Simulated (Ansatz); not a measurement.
# B2HF+ (doublet): the correlation ladder, cc-pVDZ

An exercise on one series of results from a longer session: the logs are not shown, and one member is left open.

Computed with Ansatz 0.2.0, Gaussian basis. Level: cc-pVDZ, core rule «outside noble gas», up to 3 orbitals frozen.

The runs, in order: UHF; CCSD(T) on ROHF; CCSD(T) on UHF; BCCD(T) on ROHF; CISD; CCSDT(Q) on ROHF; CCSDT(Q) on UHF; CASSCF and MRCISD+Q, 9 electrons in 9 orbitals; CASSCF and NEVPT2, 9 electrons in 9 orbitals.

28 further runs of the same task are left out: 12 that didn't finish, 16 set aside as unsound or not needed.

### What is computed

The geometry is a PBE0/def2-TZVP stationary point (not a proven minimum) of the parent state, kept for this charge and spin.

4 atoms, charge 1, spin multiplicity 2.

Atoms are counted from 1 here; the program's logs count them from 0.

Bond lengths: B1–B2 1.633 Å, B2–F3 1.328 Å, B2–H4 1.205 Å. Angles: B1–B2–F3 125.5°, B1–B2–H4 114.3°, F3–B2–H4 120.2°.

The first run:

Input file in.yaml:

```yaml
crystal:
  periodic: [false, false, false]
  atoms:
    - {symbol: B, position_ang: [0.000000, -0.285996, 1.615495]}
    - {symbol: B, position_ang: [0.000000, 0.444539, 0.154784]}
    - {symbol: F, position_ang: [0.000000, -0.177695, -1.018097]}
    - {symbol: H, position_ang: [0.000000, 1.648828, 0.202133]}
basis:
  gaussian: {orbitals: cc-pVDZ}
total_charge: 1
magnetization: {spin_polarized: true, initial_magnetization: 1}
hamiltonian: {xc: hf}
output: {orbitals: {seedname: orbitals}}
```

The run is started by

```console
> ansatz run in.yaml --threads 1 --pin off --events-out ev --progress --plain --max-ram 2393MiB
```

Steps of the session up to this table: UHF; CCSD(T) on ROHF; CCSD(T) on UHF; BCCD(T) on ROHF; CISD; CCSDT(Q) on ROHF; CCSDT(Q) on UHF; CASSCF and MRCISD+Q, 9 electrons in 9 orbitals; CASSCF and NEVPT2, 9 electrons in 9 orbitals.

One of the session's tables, all rows but one given; the rest of the session is left out.

| method | from UCCSDT(Q) (kJ/mol) |
| --- | --- |
| ROHF | +856.0 |
| UHF | +852.2 |
| RMP2 | +92.7 |
| UMP2 | +91.3 |
| CISD | ? |
| RCCSD | +24.8 |
| UCCSD | +24.5 |
| RCCSD(T) | +4.4 |
| UCCSD(T) | +4.4 |
| BCCD(T) | +4.0 |
| RCCSDT | +1.7 |
| UCCSDT | +1.7 |
| RCCSDT(Q) | +0.6 |
| UCCSDT(Q) | 0 |
| CASSCF frontier | +498.3 |
| MRCISD frontier | +39.7 |
| MRCISD+Q frontier | +6.8 |

Estimate the missing values for CISD.

**Answer.** from UCCSDT(Q) (kJ/mol): +90.9. In the column «from UCCSDT(Q) (kJ/mol)» it lies between MRCISD frontier (+39.7) and UMP2 (+91.3).

Not comparable, so not listed: CASSCF and NEVPT2, 9 electrons in 9 orbitals (they don't share determinant, frozen orbitals or solution with the rows shown, or repeat one).

Limits of these values: Restricted and unrestricted rows rest on different reference determinants; where their highest levels disagree by more than a few hundredths of an eV, they describe different states and don't form one ladder. Warnings in the runs' records: passed over end.
